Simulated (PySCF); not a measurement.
## NaN: mean field, correlation and small terms against distance

State: ³Σ⁻, triplet, unpaired electrons π ↑↑. ROHF-based CCSD(T) in PySCF 2.14 with Na cc-pCVDZ, N aug-cc-pVDZ and Na cc-pCVTZ, N aug-cc-pVTZ (frozen core orbitals: 2; no relativity). Correlation energies are extrapolated as n⁻³ (n = 2, 3), Hartree–Fock as (n+1)·exp(−9√n). CV is the change on freezing 1 orbitals instead, in Na cc-pCVTZ, N cc-pwCVTZ. SR is the spin-free X2C energy in Na cc-pCVTZ-DK, N cc-pVTZ-DK less the non-relativistic one in Na cc-pCVTZ, N cc-pVTZ. All energies in eV from Na + N.

```
 R (Å)  HF/CBS  CCSD corr.      (T)       CV      SR   total
1.9807   0.976      -1.568  -0.1264  -0.0042  0.0017  -0.720
2.0708   0.817      -1.564  -0.1287  -0.0032  0.0027  -0.877
2.1608   0.748      -1.567  -0.1319  -0.0024  0.0033  -0.951
2.2508   0.743      -1.576  -0.1361  -0.0017  0.0037  -0.968
2.3409   0.783      -1.590  -0.1411  -0.0011  0.0039  -0.945
2.4534   0.876      -1.612  -0.1482  -0.0004  0.0039  -0.881
2.5660   1.000      -1.641  -0.1565   0.0000  0.0038  -0.794
```

A fit to the total gives Re = 2.2389 Å, De = 0.968 eV, ωe = 397.6 cm⁻¹, Be = 0.3864 cm⁻¹ (masses 22.9898 and 14.0031 u).

**Question.** At R = 2.2508 Å the CCSD correlation energy is -0.336086 hartree in the smaller basis and -0.441827 in the larger. Extrapolate it.

**Answer.** (3³·E3 − 2³·E2)/(3³ − 2³) = -0.48635 hartree; the larger basis holds 90.8 % of it.

The T1 diagnostic is 0.046, large enough to doubt a single reference. The state was picked by a PBE0 search and need not be the measured ground state. Spin–orbit coupling, excitations beyond (T) and corrections to the Born–Oppenheimer picture are left out.
